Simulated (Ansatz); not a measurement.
`[NH2][MgH]` + HCl → `[MgH][Cl]` + NH₃ at 298.15 K and 1 bar (ligand exchange at a Mg–N bond).

Gas-phase electronic energies from Ansatz, PBE0-D4/def2-TZVP geometries. CBS: MP2 limit from def2 TZ/QZ plus the TZ coupled-cluster correction, frozen cores. This one scheme is used for every species. For Mg outer-core shells are correlated without core-valence functions, which leaves a few kJ/mol of doubt a bond.

```
     species  CCSD(T)/CBS energy (Eh)  H − E (kJ/mol)  S (J/(mol·K))
`[NH2][MgH]`               -256.40266            89.4          251.1
         HCl               -460.38127            26.6          186.8
 `[MgH][Cl]`               -660.33122            28.0          239.9
         NH₃                -56.50880           100.5          192.4
```

H − E and S are ideal-gas, rigid-rotor, harmonic terms from PBE0-D4/def2-TZVP. 1 Eh = 2625.50 kJ/mol, R = 8.31446 J/(mol·K).

Problem. By hand: ΔE, ΔH, ΔS and ΔG.

Solution. ΔE = (-660.33122) + (-56.50880) − (-256.40266) − (-460.38127) = -0.05609 Eh = -147.3 kJ/mol. Δ(H − E) = 28.0 + 100.5 − 89.4 − 26.6 = 12.5, so ΔH = -134.8 kJ/mol. ΔS = 239.9 + 192.4 − 251.1 − 186.8 = -5.6 J/(mol·K). ΔG = -134.8 − 298.15 × (-5.6)/1000 = -133.1 kJ/mol.

Problem. By hand: the equilibrium constant, and the temperature at which ΔG would vanish if ΔH and ΔS stayed fixed.

Solution. log₁₀ K = −ΔG/(RT ln 10) = 23.3. ΔG = 0 at ΔH/ΔS = 24071 K, far beyond where these terms or the molecules hold.

The number of gas molecules stays the same, so ΔS is small and ΔH decides. A doubt of 5 kJ/mol in ΔE shifts log₁₀ K by 0.9 here. These are equilibria of isolated gas molecules and say nothing of rates. Largest T1 diagnostic: 0.009 (customary marks: 0.02 for closed shells, 0.045 for open ones).
